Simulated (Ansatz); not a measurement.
**CHOSi+ (triplet): the correlation ladder, cc-pVDZ**

The task here is to estimate one member of a computed series from the others.

Program: Ansatz 0.2.0, Gaussian basis. Level of theory: cc-pVDZ, core rule «outside noble gas», up to 7 orbitals frozen. These are calculated values, not measurements.

Plan: UHF; CCSD(T) on ROHF; CCSD(T) on UHF; BCCD(T) on ROHF; CISD as a restricted active space (open shells left free, so some higher excitations enter); CCSDT(Q) on ROHF; CCSDT(Q) on UHF; CASSCF and NEVPT2, 10 electrons in 10 orbitals.

23 further runs of the same task are left out: 11 that didn't finish, 12 set aside as unsound or not needed. Runs told in other sessions of the task aren't counted.

**The geometry**

The geometry is a PBE0/def2-TZVP stationary point (not a proven minimum) of the parent state, kept for this charge and spin.

4 atoms, charge 1, spin multiplicity 3.

Atoms are counted from 1 here; the program's logs count them from 0.

Bond lengths: C1–O2 1.127 Å, Si3–H4 1.529 Å.

As a file:

```
C     0.0000   -0.0240    2.1548
O     0.0000    0.0648    1.0313
Si    0.0000   -0.0783   -1.4631
H     0.0000    1.4400   -1.2794
```

The first run:

Contents of in.yaml:

```yaml
crystal:
  periodic: [false, false, false]
  atoms:
    - {symbol: C, position_ang: [0.000000, -0.024020, 2.154831]}
    - {symbol: O, position_ang: [0.000000, 0.064782, 1.031260]}
    - {symbol: Si, position_ang: [0.000000, -0.078311, -1.463067]}
    - {symbol: H, position_ang: [0.000000, 1.439987, -1.279434]}
basis:
  gaussian: {orbitals: cc-pVDZ}
total_charge: 1
magnetization: {spin_polarized: true, initial_magnetization: 2}
hamiltonian: {xc: hf}
output: {orbitals: {seedname: orbitals}}
```

Launch:

```sh
> ansatz run in.yaml --threads 1 --pin off --events-out ev --progress --plain --max-ram 2393MiB
```

Steps of the session up to this table: UHF; CCSD(T) on ROHF; CCSD(T) on UHF; BCCD(T) on ROHF; CISD as a restricted active space (open shells left free, so some higher excitations enter); CCSDT(Q) on ROHF; CCSDT(Q) on UHF; CASSCF and NEVPT2, 10 electrons in 10 orbitals.

One of the session's tables, all rows but one given; the rest of the session is left out.

| method | from UCCSDT(Q) (kcal/mol) |
| --- | --- |
| ROHF | +231.26 |
| UHF | +229.01 |
| RMP2 | +26.11 |
| UMP2 | +25.55 |
| CISD | +30.49 |
| RCCSD | +8.93 |
| UCCSD | +8.82 |
| RCCSD(T) | ? |
| UCCSD(T) | +1.29 |
| BCCD(T) | +1.20 |
| RCCSDT | +0.66 |
| UCCSDT | +0.65 |
| RCCSDT(Q) | +0.12 |
| UCCSDT(Q) | 0 |

Q: Estimate the row for RCCSD(T) from the others.

As computed: from UCCSDT(Q) (kcal/mol): +1.32. In the column «from UCCSDT(Q) (kcal/mol)» it lies between UCCSD(T) (+1.29) and UCCSD (+8.82).

Left out of the table: CASSCF frontier, NEVPT2 frontier (the active space lost an orbital or holds another state than full CI finds).

To keep in mind: Restricted and unrestricted rows rest on different reference determinants; a gap between their highest levels can come from leftover correlation error, from unlike frozen cores or from another state. Warnings in the runs' records: passed over end.
